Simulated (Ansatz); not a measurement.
`CSC(=O)O` + `CC=N` → `C/C=N/C(=O)O` + CH₃SH at 298.15 K and 1 bar (substitution at a C–S bond).

Program: Ansatz. Geometries: PBE0-D4/def2-TZVP. ΔE: electronic, gas phase. CCSD(T)/CBS is the MP2 limit (def2-TZVPP, def2-QZVPP) plus CCSD(T) − MP2 in def2-TZVPP, frozen cores. This one scheme is used for every species. Each species was taken in one conformer, which may not be the lowest.

```csv
species,CCSD(T)/CBS energy (Eh),H − E (kJ/mol),S (J/(mol·K))
`CSC(=O)O`,-626.64358,184.5,320.9
`CC=N`,-133.79309,193.1,262.7
`C/C=N/C(=O)O`,-322.20955,239.9,335.0
CH₃SH,-438.22835,133.0,253.2
```

H − E and S are ideal-gas, rigid-rotor, harmonic terms from PBE0-D4/def2-TZVP, for one conformer and one mirror image of each species. 1 Eh = 2625.50 kJ/mol, R = 8.31446 J/(mol·K).

Task: By hand: ΔE, ΔH, ΔS and ΔG.

Result: ΔE = (-322.20955) + (-438.22835) − (-626.64358) − (-133.79309) = -0.00123 Eh = -3.2 kJ/mol. Δ(H − E) = 239.9 + 133.0 − 184.5 − 193.1 = -4.7, so ΔH = -7.9 kJ/mol. ΔS = 335.0 + 253.2 − 320.9 − 262.7 = 4.6 J/(mol·K). ΔG = -7.9 − 298.15 × (4.6)/1000 = -9.3 kJ/mol.

Task: By hand: the equilibrium constant, and the temperature at which ΔG would vanish if ΔH and ΔS stayed fixed.

Result: log₁₀ K = −ΔG/(RT ln 10) = 1.6. ΔH and −TΔS have one sign here, so there is no such temperature.

The number of gas molecules stays the same, so ΔS is small and ΔH decides. A doubt of 5 kJ/mol in ΔE shifts log₁₀ K by 0.9 here. Other conformers and mirror images would add mixing entropy, several J/(mol·K) or more a flexible species. Modes under 60 cm⁻¹, often nearly free rotors, make the harmonic entropy too high. These are equilibria of isolated gas molecules and say nothing of rates. Largest T1 diagnostic: 0.016 (customary marks: 0.02 for closed shells, 0.045 for open ones).

ΔS is within the doubt of such terms, so its sign, and with it that verdict, could turn.
